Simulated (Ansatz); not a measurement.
**C2H4F2S: rigid torsion scan from a Python script**

Aim: a rigid torsion scan, for C2H4F2S, run from a script.

Computed with Ansatz 0.2.0, driven from Python. Level of theory: Hartree-Fock/def2-SVP.

## 1. The structure

Bond lengths: F1–C2 1.357 Å, C2–F3 1.355 Å, C2–C4 1.520 Å, C4–S5 1.826 Å, C2–H6 1.094 Å, C4–H7 1.094 Å, C4–H8 1.094 Å, S5–H9 1.343 Å. Angles: F1–C2–F3 107.1°, F1–C2–C4 110.3°, F1–C2–H6 108.4°, F3–C2–C4 111.0°, F3–C2–H6 108.4°, C4–C2–H6 111.4°, C2–C4–S5 113.0°, C2–C4–H7 109.6°, C2–C4–H8 110.2°, S5–C4–H7 107.3°, S5–C4–H8 107.8°, H7–C4–H8 108.8°, C4–S5–H9 96.2°.

No structure file is read: the coordinates are typed or built in the script.

## 2. The script

File c2h4f2s_torsion.py:

```python
# -*- coding: utf-8 -*-
"""Energy of C2H4F2S as one group turns about a bond."""

import ansatz as az
from ase import Atoms

BASIS_SET = "def2-SVP"
XC = "hf"
FMAX = 0.02

atoms = Atoms(["F", "C", "F", "C", "S", "H", "H", "H", "H"], positions=[
    [-0.8898, 1.2137, -0.7272],
    [-0.9184, 0.0873, 0.0297],
    [-1.1922, 0.4673, 1.301],
    [0.4167, -0.636, -0.0483],
    [1.821, 0.3966, 0.4945],
    [-1.736, -0.5464, -0.3251],
    [0.6126, -0.9338, -1.0826],
    [0.3989, -1.5321, 0.5786],
    [1.4872, 1.4835, -0.2207],
])

# start the scan from a relaxed geometry
first = (
    az.Crystal.molecule_from_ase(atoms).calculation()
    .basis(gaussian=BASIS_SET)
    .functional(XC)
    .relax(force_tolerance=FMAX, max_steps=80)
)
atoms.positions = first.run(threads=1).report["positions_ang"]

start = atoms.get_dihedral(4, 3, 1, 0)
energies = {}
for turn in range(0, 360, 40):
    turned = atoms.copy()
    turned.set_dihedral(4, 3, 1, 0, start + turn, indices=[0, 1, 2, 5])
    job = (
        az.Crystal.molecule_from_ase(turned).calculation()
        .basis(gaussian=BASIS_SET)
        .functional(XC)
    )
    energies[round((start + turn) % 360)] = job.run(threads=1).report["free_energy_ev"]
floor = min(energies.values())
print("dihedral S4-C3-C1-F0 (deg)   E - E(min) (kcal/mol)")
for angle, e in sorted(energies.items()):
    print(f"{angle:8d} {23.060548 * (e - floor):14.3f}  " + "#" * int(30 * (e - floor) / max(max(energies.values()) - floor, 1e-9)))
```

## 3. Launch

Run with:

```sh
python c2h4f2s_torsion.py
```

**Question.** What results will this script give? Wanted: range of energy; lowest point, turn.

**Answer**, as computed:

| quantity | value |
| --- | --- |
| runs compared | 9 |
| range of energy | 0.285 eV |
| lowest point, turn (°) | 120 |

What this shows: The lowest point lies at a turn of 120°, the highest 0.285 eV (27.5 kJ/mol) above it at 280°. The grid can miss the true lowest and highest points, and the rest of the molecule is held rigid. Run 0: After 5 moves the largest shift is 0.274 Å, of atom 9 (H). The scan is rigid and the energies are electronic, in a modest basis. With rigid groups the curve can differ much from the relaxed path, the start wasn't checked as a minimum of this torsion, and equivalent turns needn't return to the same energy.
